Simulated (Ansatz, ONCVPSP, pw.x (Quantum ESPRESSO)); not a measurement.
What a changed setting does to a pw.x run (bcc W)

Potential: optimised norm-conserving Vanderbilt (ONCV), ONCVPSP 4.0.1.1 (patched build), PBE; core [Kr] 4d10 4f14, reference 5s2 5p6 5d4 6s2; waves: 5s+6s: rc 1.70 bohr, ncon 4, nbas 7, qcut 6.4 1/bohr, 2 projectors; 5p: rc 1.80 bohr, ncon 4, nbas 9, qcut 6.1 1/bohr, 2 projectors, debl 0.8 Ha; 5d: rc 1.70 bohr, ncon 4, nbas 9, qcut 8.7 1/bohr, local; local part: the d channel; core correction: Teter function, parameters optimised by the program. In the p channel the program set the typed energies aside and used -1.588, 0.250 Ha.

The reference run (k-mesh 14³, cutoffs 50/200 Ry, Fermi–Dirac 0.01 Ry, mixing_beta 0.4, conv_thr 1e-9, no spin) gives -2.28 GPa at 16.130 Å³/atom, where all-electron LAPW gives 0.30 GPa. This run, with its own iteration cap, changes smearing to gauss.

```
&control
  calculation='scf', prefix='x', pseudo_dir='./', outdir='./tmp', tstress=.true., disk_io='none'
/
&system
  ibrav=0, nat=1, ntyp=1, ecutwfc=50, ecutrho=200, nbnd=15,
  occupations='smearing', smearing='gauss', degauss=0.01
/
&electrons
  conv_thr=1e-09, mixing_beta=0.4, electron_maxstep=60
/
ATOMIC_SPECIES
W 1.0 W.UPF
CELL_PARAMETERS angstrom
  -1.59168867 1.59168867 1.59168867
  1.59168867 -1.59168867 1.59168867
  1.59168867 1.59168867 -1.59168867
ATOMIC_POSITIONS crystal
W 0.0000 0.0000 0.0000
K_POINTS automatic
14 14 14 0 0 0
```

```bash
pw.x < W.scf.in > W.scf.out
```

Question: How does the run end?

Answer: It converges in 8 iterations; the free energy moves by +15.3 meV/atom and the pressure by +0.17 GPa. Gaussian smearing of the same width is narrower in effect than Fermi–Dirac, so its quadratic term in F is smaller.

```
Message from routine setup:
     using ibrav=0 with symmetry is DISCOURAGED, use correct ibrav instead
     lattice parameter (alat)  =       5.2098  a.u.
     unit-cell volume          =     108.8506 (a.u.)^3
     number of electrons       =        14.00
     number of Kohn-Sham states=           15
     kinetic-energy cutoff     =      50.0000  Ry
     charge density cutoff     =     200.0000  Ry
     scf convergence threshold =      1.0E-09
     Exchange-correlation= PBE
     number of k points=   104  Gaussian smearing, width (Ry)=  0.0100
     iteration #  1     ecut=    50.00 Ry     beta= 0.40
     total energy              =    -149.13390562 Ry
     estimated scf accuracy    <       0.04095052 Ry
     iteration #  2     ecut=    50.00 Ry     beta= 0.40
     total energy              =    -149.13453689 Ry
     estimated scf accuracy    <       0.00653846 Ry
     iteration #  3     ecut=    50.00 Ry     beta= 0.40
     total energy              =    -149.13532637 Ry
     estimated scf accuracy    <       0.00042438 Ry
     iteration #  4     ecut=    50.00 Ry     beta= 0.40
     total energy              =    -149.13534542 Ry
     estimated scf accuracy    <       0.00001529 Ry
     iteration #  5     ecut=    50.00 Ry     beta= 0.40
     total energy              =    -149.13534904 Ry
     estimated scf accuracy    <       0.00000932 Ry
     iteration #  6     ecut=    50.00 Ry     beta= 0.40
     total energy              =    -149.13535121 Ry
     estimated scf accuracy    <       0.00000006 Ry
     iteration #  7     ecut=    50.00 Ry     beta= 0.40
     total energy              =    -149.13535120 Ry
     estimated scf accuracy    <       0.00000003 Ry
     iteration #  8     ecut=    50.00 Ry     beta= 0.40
     the Fermi energy is    22.0181 ev
!    total energy              =    -149.13535121 Ry
     estimated scf accuracy    <          3.0E-10 Ry
     smearing contrib. (-TS)   =      -0.00050355 Ry
     The total energy is F=E-TS. E is the sum of the following terms:
     one-electron contribution =     -17.71860035 Ry
     hartree contribution      =      16.79927322 Ry
     xc contribution           =     -29.64437937 Ry
     ewald contribution        =    -118.57114116 Ry
     convergence has been achieved in   8 iterations
          total   stress  (Ry/bohr**3)                   (kbar)     P=      -21.16
     Message from routine punch:
     Nothing written, as per user request (disk_io='none')
```

The run took about 19 s on one core of a shared host (Neoverse-N1, 64 threads, 124 GiB, load 54).
